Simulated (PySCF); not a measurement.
A spin–spin coupling run with PySCF 2.14 (density fitting, non-relativistic, gas phase) on 2-methylallylamine, C4H9N:

```
{"job": {"kind": "j", "xc": "B3LYP", "basis": "pcJ-1"}, "charge": 0, "multiplicity": 1}
C     -0.880586     1.391208    -0.614829
C     -0.467050     0.197443    -0.219379
C     -1.371165    -0.781503     0.458878
C      0.967883    -0.233116    -0.442592
N      1.234554    -1.572663     0.057541
H     -1.896666     1.716153    -0.471987
H     -0.220481     2.090817    -1.100186
H     -2.401841    -0.439230     0.426487
H     -1.080113    -0.908852     1.501108
H     -1.289351    -1.751318    -0.026311
H      1.157471    -0.247397    -1.521547
H      1.636058     0.532651    -0.009032
H      1.206622    -1.583001     1.071714
H      2.159907    -1.872377    -0.227819
```

Hardware: 1 thread of an Arm Neoverse V1, shared host. The job also computes field gradients.

(1) How large is the calculation?

(2) How long does it take?

(3) And these other runs on the same molecule and hardware: GIAO shielding at PBE0/pcSseg-1?

Results:

(1) 40 electrons, 225 basis functions and 806 auxiliary functions.

(2) 41 s of wall time, with 13 SCF cycles. Times on a shared host scatter by some tens of per cent.

(3) PBE0/pcSseg-1: 130 functions, 13 s.
